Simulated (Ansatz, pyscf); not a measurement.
H₃C–SiH₂–OH (SMILES C[SiH2]O) → O=SiH₂ (SMILES O=[SiH2]) + CH₄ (SMILES C), an elimination on the singlet surface: C–Si, H–O broken, C–H formed. Single points on ωB97X-D3(BJ)/def2-SVP structures (PySCF, gas phase). Wave-function energies: Ansatz (a first-principles code), frozen core, RHF or UHF references. In kcal/mol, from the reactant's lowest minimum found.

Cost: rough CPU time of the saddle's run relative to CCSD(T)/cc-pV(D+d)Z, from one job on a shared machine, with the HF step and its search for lower states.

```tsv
level	barrier	reaction energy	cost
r²SCAN/def2-TZVP	64.48	+43.70	–
B3LYP-D3(BJ)/def2-TZVP	67.50	+41.46	–
CCSD(T)/cc-pV(D+d)Z	72.81	+40.19	1
CCSDT(Q)/cc-pV(D+d)Z	___	___	200
CCSD(T)/cc-pV(T+d)Z	70.33	+43.13	13
CCSD(T)/cc-pV(Q+d)Z	___	+44.23	–
```

Q: What belongs in the gaps?

A: 
- CCSDT(Q)/cc-pV(D+d)Z, barrier: 72.41
- CCSDT(Q)/cc-pV(D+d)Z, reaction energy: +39.64
- CCSD(T)/cc-pV(Q+d)Z, barrier: 69.97

In cc-pV(D+d)Z, going from CCSD(T) to CCSDT(Q) shifts the barrier by -0.39 and the reaction energy by -0.55 kcal/mol. With HF in the quadruple-zeta basis and the correlation energy extrapolated as X⁻³ from X = 3, 4, CCSD(T) gives 69.80 and +44.97; adding the double-zeta shift gives ΔE‡ = 69.41 and ΔE = +44.42 kcal/mol, without core correlation, relativity or geometry relaxation at these levels. At the saddle there is also a short H–Si contact that neither side keeps. This is the saddle that the search found; another between the same sides may lie lower.
